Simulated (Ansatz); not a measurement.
Ansatz (an electronic-structure program) input (MP2/6-31G*):

Ansatz 0.2 input:
```yaml
crystal:
  periodic: [false, false, false]
  atoms:
    - {symbol: S, position_ang: [0.00108380, 0.01823548, 1.13620484]}
    - {symbol: C, position_ang: [0.00261406, 1.29542196, -0.04692498]}
    - {symbol: C, position_ang: [-0.00253788, -1.20240713, -0.07753578]}
    - {symbol: C, position_ang: [0.00033218, 0.73061502, -1.26663996]}
    - {symbol: C, position_ang: [-0.00262290, -0.67651780, -1.34119242]}
    - {symbol: H, position_ang: [0.00501141, 2.32821230, 0.25581372]}
    - {symbol: H, position_ang: [-0.00440903, -2.24242826, 0.20719009]}
    - {symbol: H, position_ang: [-0.00465585, -1.26022405, -2.24852233]}
basis:
  gaussian:
    orbitals: 6-31G*
magnetization: {spin_polarized: true, initial_magnetization: 1}
correlation: {method: mp2, electrons: outside_noble_gas}
```

From the last part of the output:

```
WARN ansatz: RAYON_NUM_THREADS=1 ignored (pool sized by the plan → 1); use --threads N
Functional definition: HF
integrals: 0.05 GiB planned
845 factors; integrals over basis functions are off by at most 1.4e-3 eV
mean field: 0.35 GiB planned
mean field evaluation 1: about -14980.7844 eV, gradient 1.8e1 eV
mean field evaluation 2: about -14980.8830 eV, gradient 1.8e1 eV
mean field evaluation 4: about -14983.4194 eV, gradient 3.8e0 eV
mean field evaluation 8: about -14983.5932 eV, gradient 6.1e-1 eV
mean field evaluation 16: about -14983.7426 eV, gradient 2.2e-1 eV
mean field evaluation 32: about -14981.5026 eV, gradient 2.0e-6 eV
mean field evaluation 64: about -14981.5026 eV, gradient 7.6e-4 eV
mean field -14983.74456805 eV, -550.6424565289 hartree, gradient 4.9e-6 eV, S^2 1.152784; 5 other end points of the search recorded, 0 dependent functions left out
9 core orbitals not correlated
reference -14983.74456805 eV, -550.6424565289 hartree; 13, 12 occupied and 63, 64 virtual orbitals, 845 factors
second order -15.76102056 eV of doubles, -0.00000000 eV of singles
Total energy: -14999.50558861 eV, -551.2216633514 hartree
```

The determinant is spin-contaminated: <S^2> is 1.15 against 0.75 for a pure state.
